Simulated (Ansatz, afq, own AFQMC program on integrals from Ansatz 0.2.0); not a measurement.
Two steps: Ansatz 0.2.0 writes the Fock matrix and Cholesky factors of the valence space, and afq projects on them the lowest state that overlaps trial and start.

```yaml
crystal:
  periodic: [false, false, false]
  atoms:
    - {symbol: Ag, position_ang: [1.763000, -0.799200, 0.782700]}
basis:
  gaussian: {orbitals: def2-TZVP}
magnetization: {spin_polarized: true, initial_magnetization: 3}
correlation: {method: ccsd_t, electrons: outside_noble_gas, hamiltonian_folder: ham}
```

```sh
$ ansatz run in.yaml --threads 1 --pin off --events-out ev --progress --plain --max-ram 16896MiB --backend cuda --devices 0, --max-vram 18GiB
```

afq runs on the folder ham with

```
--method free --trial cisd --walkers 4000 --time-step 0.03 --max-blocks 4000 --target-error 0.0004 --factor-cut 1e-05 --seed 5473 --times 0,0.21,0.42,0.81,1.2,1.8,2.4,3 --taylor-order 8
```

Times are imaginary, in 1/Eh. The walk had a cap of 61 s. Core potentials past Kr, no spin–orbit coupling.

afq prints:

```
orbitals 36  electrons 7 4  factors 266 of 266
reference energy -145.90224069 Eh
CCSD correlation -0.23233831 Eh in 12 cycles, weight of the determinant in the CISD state 0.9454
repeat  energy at the last time / Eh  error
    10  -146.137834  0.000122
    20  -146.137896  0.000074
    30  -146.137942  0.000058
time / (1/Eh)  energy / Eh  error  mean overlap
  0.00  -146.134582  0.000026  1.0578
  0.21  -146.136716  0.000023  1.0569
  0.42  -146.137354  0.000024  1.0565
  0.81  -146.137750  0.000033  1.0542
  1.20  -146.137805  0.000030  1.0558
  1.80  -146.137928  0.000036  1.0524
  2.40  -146.138008  0.000047  1.0507
  3.00  -146.137948  0.000056  1.0527
energy -146.137948 +/- 0.000056 Eh
```

The run passed its tests (error under three times the target), which doesn't prove that it has relaxed.

Against this walk (error 1.5 meV) on the same determinant: CCSD(T) 7.2 meV higher, CCSDT(Q) 49.7 meV lower. The error is statistical, and a free projection of finite length keeps a remainder of its start. None of these is a sure reference here. The last points scatter (meV from the last: 5.4 ± 0.9 at 0.81, 3.9 ± 0.8 at 1.20, 0.6 ± 1.0 at 1.80, -1.6 ± 1.3 at 2.40, 0.0 ± 1.5 at 3.00); the last is the one printed as the energy, and the gaps above move with that scatter.

Cautions: remainder of the start not in the error; no spin-orbit coupling; outer-core shells of the metal frozen; another spin lies lower.

The walk took 56 s on 1 × NVIDIA H100 80GB HBM3 with 2 threads of AMD EPYC 7R13 Processor (Zen 3), with other jobs on the host (the card was shared). The log's last line is the free-projection energy.

CCSDT and higher add their correlation energy to the determinant of the CCSD(T) run, since their own runs factorise the integrals more tightly (a shift of under 2 meV).
